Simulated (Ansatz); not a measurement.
We consider rock-salt MgS, described by r²SCAN (Ansatz, an electronic-structure program, plane waves, PAW).

Numerical settings: plane-wave cutoff 600 eV, 12×12×12 k mesh, scalar-relativistic PAW data made under PBE.

The cell has the measured lattice: a = b = c = 5.203 Å, α = β = γ = 90.00°.

Q: Predict the elastic constant C12, Voigt–Reuss–Hill shear modulus (Hill average), Poisson ratio, Young modulus, elastic constant C11 and elastic constant C44.

A: 
elastic constant C12: 44.0 GPa
Voigt–Reuss–Hill shear modulus (Hill average): 57.5 GPa
Poisson ratio: 0.209
Young modulus: 139 GPa
elastic constant C11: 151 GPa
elastic constant C44: 60.2 GPa

Note: the cell isn't this level's own, so it is under some stress, which shifts stiffness and frequencies.

Elastic constants are with the ions relaxed.

Static lattice: no zero-point or thermal effects.

Cost on a shared machine: around 110 core-seconds (rough).
